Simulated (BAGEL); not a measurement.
# AlBH4O (SMILES B[O][AlH2]) at 4 levels

Wanted: a comparison of 4 runs (B3LYP/6-31G*, B3LYP/6-311+G**, PBE0/6-311+G**, RI-MP2/6-311+G**) of AlBH4O. 

The calculation is run with BAGEL 1.2.2.

4 further runs of the same task are left out: 3 that didn't finish, 1 set aside as unsound or not needed. Runs told in other sessions of the task aren't counted.

### 1 The system as given

AlBH4O has 7 atoms, charge 0, and is taken as a singlet. SMILES: `B[O][AlH2]`. The shape comes from GFN2-xTB, which is rough for such elements, and wasn't checked as a minimum.

Bond lengths: B1–O2 1.337 Å, O2–Al3 1.663 Å, B1–H4 1.177 Å, B1–H5 1.177 Å, Al3–H6 1.534 Å, Al3–H7 1.534 Å. Angles: B1–O2–Al3 179.9°, O2–B1–H4 119.6°, O2–B1–H5 119.5°, O2–Al3–H6 118.9°, O2–Al3–H7 118.9°, H4–B1–H5 120.9°, H6–Al3–H7 122.3°.

### 2 A single-point energy at B3LYP/6-31G(d) (density fitting with qzvpp-jkfit, spherical functions) (run 1)

File input.json:

```json
{ "bagel": [

{
  "title": "molecule",
  "basis": "6-31gs.json",
  "df_basis": "qzvpp-jkfit",
  "angstrom": true,
  "geometry": [
    { "atom": "B", "xyz": [      -1.239790,       0.460500,      -0.755050 ] },
    { "atom": "O", "xyz": [      -0.151010,       0.055000,      -0.092790 ] },
    { "atom": "Al", "xyz": [       1.203290,      -0.447170,       0.732080 ] },
    { "atom": "H", "xyz": [      -1.722060,      -0.243360,      -1.565440 ] },
    { "atom": "H", "xyz": [      -1.702020,       1.516540,      -0.519180 ] },
    { "atom": "H", "xyz": [       1.819640,       0.486770,       1.781480 ] },
    { "atom": "H", "xyz": [       1.791950,      -1.828280,       0.418900 ] }
  ]
},

{ "title": "ks", "xc_func": "b3lyp" },

{ "title": "print", "file": "orbitals.molden", "orbitals": true }

]}
```

The basis set 6-31G* is read from a file made from the Basis Set Exchange's data (not shown).

Started as:

```bash
$ BAGEL_NUM_THREADS=1 BAGEL input.json > input.out
```

The log of the run:

```text
* using 1 threads per process

  ===============================================================
  ===============================================================

  *** Geometry ***

  { "atom" : "B", "xyz" : [     -2.342864,      0.870219,     -1.426838 ] },
  { "atom" : "O", "xyz" : [     -0.285368,      0.103935,     -0.175348 ] },
  { "atom" : "Al", "xyz" : [      2.273889,     -0.845029,      1.383431 ] },
  { "atom" : "H", "xyz" : [     -3.254222,     -0.459884,     -2.958253 ] },
  { "atom" : "H", "xyz" : [     -3.216352,      2.865845,     -0.981108 ] },
  { "atom" : "H", "xyz" : [      3.438621,      0.919862,      3.366509 ] },
  { "atom" : "H", "xyz" : [      3.386295,     -3.454948,      0.791606 ] },

  Number of auxiliary basis functions:      352

  Since a DF basis is specified, we compute 2- and 3-index integrals:
    o Being stored without compression. Storage requirement is 0.008 GB

  Number of basis functions:       54
  Number of electrons      :       30

    * METHOD: MOLECULE                             0.10

  *** Kohn-Sham DFT ***

    * Removing 10553 points whose weight is below 1.00e-10
    * Grid points: 93789

  === Nuclear Repulsion ===
    86.7543109197

       - DIIS with orbital gradients will be used.

  === KS iteration (b3lyp / 6-31gs.json) ===
      0       -317.18866545          0.21316759           0.18
      1       -324.92449166          0.10782005           0.18
      2       -317.95783498          0.22699824           0.17
      3       -331.53633558          0.19666999           0.17
      4       -333.65185961          0.19236445           0.18
      5       -333.60146448          0.19444206           0.17
      6       -333.88595400          0.19259084           0.17
      7       -325.90081267          0.10808442           0.17
      8       -335.71303461          0.15927663           0.18
      9       -338.04382530          0.13793252           0.18
     10       -338.45247448          0.13728954           0.18
     11       -338.18435304          0.14211221           0.18
     12       -340.26564298          0.13780965           0.18
     13       -319.95575619          0.19487349           0.18
     14       -344.83758449          0.02675250           0.18
     15       -344.92763569          0.01590269           0.18
     16       -344.97313081          0.00130177           0.18
     17       -344.97362479          0.00060009           0.18
     18       -344.97369104          0.00005650           0.18
     19       -344.97369213          0.00000632           0.18
     20       -344.97369214          0.00000124           0.18
     21       -344.97369214          0.00000021           0.18
     22       -344.97369214          0.00000003           0.18
     23       -344.97369214          0.00000001           0.17
     24       -344.97369214          0.00000000           0.18
    * SCF iteration converged.

    * Permanent dipole moment:
           (   -0.314970,     0.116920,    -0.190286) a.u.

    * METHOD: KS                                   4.74

    * METHOD: PRINT                                0.01

  ===============================================================
```

It took 5.1 s on 1 thread of Arm Neoverse V1, shared host; peak memory 0.26 GiB.

### 3 A single-point energy at B3LYP/6-311+G(d,p) (density fitting with qzvpp-jkfit) (run 2)

File dft.json:

```json
{ "bagel": [

{
  "title": "molecule",
  "basis": "6-311+gss.json",
  "df_basis": "qzvpp-jkfit",
  "angstrom": true,
  "geometry": [
    { "atom": "B", "xyz": [      -1.239790,       0.460500,      -0.755050 ] },
    { "atom": "O", "xyz": [      -0.151010,       0.055000,      -0.092790 ] },
    { "atom": "Al", "xyz": [       1.203290,      -0.447170,       0.732080 ] },
    { "atom": "H", "xyz": [      -1.722060,      -0.243360,      -1.565440 ] },
    { "atom": "H", "xyz": [      -1.702020,       1.516540,      -0.519180 ] },
    { "atom": "H", "xyz": [       1.819640,       0.486770,       1.781480 ] },
    { "atom": "H", "xyz": [       1.791950,      -1.828280,       0.418900 ] }
  ]
},

{ "title": "ks", "xc_func": "b3lyp" },

{ "title": "print", "file": "orbitals.molden", "orbitals": true }

]}
```

The basis set 6-311+G** is read from a file made from the Basis Set Exchange's data (not shown).

Started as:

```bash
$ BAGEL_NUM_THREADS=1 BAGEL dft.json > dft.out
```

The log of the run:

```text
* using 1 threads per process

  ===============================================================
  ===============================================================

  *** Geometry ***

  { "atom" : "B", "xyz" : [     -2.342864,      0.870219,     -1.426838 ] },
  { "atom" : "O", "xyz" : [     -0.285368,      0.103935,     -0.175348 ] },
  { "atom" : "Al", "xyz" : [      2.273889,     -0.845029,      1.383431 ] },
  { "atom" : "H", "xyz" : [     -3.254222,     -0.459884,     -2.958253 ] },
  { "atom" : "H", "xyz" : [     -3.216352,      2.865845,     -0.981108 ] },
  { "atom" : "H", "xyz" : [      3.438621,      0.919862,      3.366509 ] },
  { "atom" : "H", "xyz" : [      3.386295,     -3.454948,      0.791606 ] },

  Number of auxiliary basis functions:      352

  Since a DF basis is specified, we compute 2- and 3-index integrals:
    o Being stored without compression. Storage requirement is 0.027 GB

  Number of basis functions:       98
  Number of electrons      :       30

    * METHOD: MOLECULE                             0.13

  *** Kohn-Sham DFT ***

    * Removing 10553 points whose weight is below 1.00e-10
    * Grid points: 93789

  === Nuclear Repulsion ===
    86.7543109197

       - DIIS with orbital gradients will be used.

  === KS iteration (b3lyp / 6-311+gss.json) ===
      0       -260.24654271          0.25946506           0.30
      1       -215.70202723          0.19479935           0.29
      2       -257.22650871          0.24655221           0.29
      3       -328.55929871          0.14505340           0.29
      4       -331.86482102          0.13709817           0.30
      5       -339.99888584          0.11571170           0.29
      6       -343.83312363          0.06103785           0.29
      7       -344.05022473          0.06129123           0.29
      8       -345.01877546          0.00646480           0.28
      9       -345.02775845          0.00439261           0.29
     10       -345.03248303          0.00032686           0.29
     11       -345.03251137          0.00006829           0.29
     12       -345.03251316          0.00001635           0.29
     13       -345.03251323          0.00000227           0.29
     14       -345.03251323          0.00000026           0.29
     15       -345.03251323          0.00000009           0.29
     16       -345.03251323          0.00000001           0.29
     17       -345.03251323          0.00000000           0.29
    * SCF iteration converged.

    * Permanent dipole moment:
           (   -0.294794,     0.109312,    -0.178000) a.u.

    * METHOD: KS                                   5.69

    * METHOD: PRINT                                0.02

  ===============================================================
```

Run time: 6 s. Hardware: 1 thread of Arm Neoverse V1, shared host; peak memory 0.42 GiB.

Run 3 isn't shown in full; the table further down has it.

### 4 A single-point energy at RI-MP2/6-311+G(d,p) (density fitting with qzvpp-jkfit) (run 4)

File input.json:

```json
{ "bagel" : [

{
  "title" : "molecule",
  "basis" : "6-311+gss.json",
  "df_basis" : "qzvpp-jkfit",
  "angstrom" : true,
  "geometry" : [
    { "atom" : "B", "xyz" : [      -1.239790,       0.460500,      -0.755050 ] },
    { "atom" : "O", "xyz" : [      -0.151010,       0.055000,      -0.092790 ] },
    { "atom" : "Al", "xyz" : [       1.203290,      -0.447170,       0.732080 ] },
    { "atom" : "H", "xyz" : [      -1.722060,      -0.243360,      -1.565440 ] },
    { "atom" : "H", "xyz" : [      -1.702020,       1.516540,      -0.519180 ] },
    { "atom" : "H", "xyz" : [       1.819640,       0.486770,       1.781480 ] },
    { "atom" : "H", "xyz" : [       1.791950,      -1.828280,       0.418900 ] }
  ]
},

{
  "title" : "hf"
},

{
  "title" : "mp2",
  "ncore" : 7
}

]}
```

The basis set 6-311+G** is read from a file made from the Basis Set Exchange's data (not shown).

Started as:

```bash
$ BAGEL_NUM_THREADS=1 BAGEL input.json > input.out
```

The log of the run:

```text
* using 1 threads per process

  ===============================================================
  ===============================================================

  *** Geometry ***

  { "atom" : "B", "xyz" : [     -2.342864,      0.870219,     -1.426838 ] },
  { "atom" : "O", "xyz" : [     -0.285368,      0.103935,     -0.175348 ] },
  { "atom" : "Al", "xyz" : [      2.273889,     -0.845029,      1.383431 ] },
  { "atom" : "H", "xyz" : [     -3.254222,     -0.459884,     -2.958253 ] },
  { "atom" : "H", "xyz" : [     -3.216352,      2.865845,     -0.981108 ] },
  { "atom" : "H", "xyz" : [      3.438621,      0.919862,      3.366509 ] },
  { "atom" : "H", "xyz" : [      3.386295,     -3.454948,      0.791606 ] },

  Number of auxiliary basis functions:      352

  Since a DF basis is specified, we compute 2- and 3-index integrals:
    o Being stored without compression. Storage requirement is 0.027 GB

  Number of basis functions:       98
  Number of electrons      :       30

    * METHOD: MOLECULE                             0.13

  *** RHF ***

  === Nuclear Repulsion ===
    86.7543109197

      * DIIS with orbital gradients will be used.

  === RHF iteration (6-311+gss.json) ===
      0       -343.62239383          0.03098925           0.04
      1       -343.74626504          0.02568282           0.04
      2       -343.89670501          0.00178127           0.04
      3       -343.89841155          0.00019479           0.04
      4       -343.89843362          0.00002759           0.04
      5       -343.89843418          0.00000662           0.04
      6       -343.89843421          0.00000207           0.04
      7       -343.89843421          0.00000066           0.04
      8       -343.89843421          0.00000019           0.04
      9       -343.89843421          0.00000005           0.04
     10       -343.89843421          0.00000001           0.04
     11       -343.89843421          0.00000000           0.04
    * SCF iteration converged.

    * Permanent dipole moment:
           (   -0.229538,     0.084946,    -0.138102) a.u.

    * METHOD: HF                                   0.57

  *** RHF ***

  === Nuclear Repulsion ===
    86.7543109197

      * DIIS with orbital gradients will be used.

  === RHF iteration (6-311+gss.json) ===
      0       -343.89843421          0.00000000           0.03
    * SCF iteration converged.

    * Permanent dipole moment:
           (   -0.229538,     0.084946,    -0.138102) a.u.

  === DF-MP2 calculation ===

    * freezing 7 orbitals
    * 3-index integral transformation done
    * assembly done

      MP2 correlation energy:   -0.3523996287      0.02

      MP2 total energy:       -344.2508338427

    * METHOD: MP2                                  0.11

  ===============================================================
```

Run time: 0.95 s. Hardware: 1 thread of Arm Neoverse V1, shared host; peak memory 0.099 GiB.

### 5 The series

| run | level | frozen core orbitals | energy (Eh) | dipole moment (D) | HOMO energy (eV) | LUMO energy (eV) | wall time |
| --- | --- | --- | --- | --- | --- | --- | --- |
| 1 | B3LYP/6-31G* (density fitting with qzvpp-jkfit, spherical functions) | – | -344.973692 | 0.98 | -7.34 | -1.56 | 5.1 s |
| 2 | B3LYP/6-311+G** (density fitting with qzvpp-jkfit) | – | -345.032513 | 0.92 | -7.52 | -1.72 | 6 s |
| 3 | PBE0/6-311+G** (density fitting with qzvpp-jkfit) | – | -344.753977 | 0.93 | -7.70 | -1.48 | 6.3 s |
| 4 | RI-MP2/6-311+G** (density fitting with qzvpp-jkfit) | 7 | -344.250834 | – | – | – | 0.95 s |

### 6 What came out

| quantity | value |
| --- | --- |
| run 4: total energy | -344.25083 Eh |
| run 4: correlation energy (7 core orbitals frozen) | -352.4 mEh |

**Reading.** Over runs 1, 2, 3 the dipole moment (its size) runs from 0.92 D (B3LYP/6-311+G**) to 0.98 D (B3LYP/6-31G*). Over runs 1, 2, 3 the HOMO–LUMO gap runs from 5.77 eV (B3LYP/6-31G*) to 6.22 eV (PBE0/6-311+G**). The two ends differ in method and basis. Totals of different functionals can't be ranked against each other. All runs together took 18 s, the longest 6.3 s.
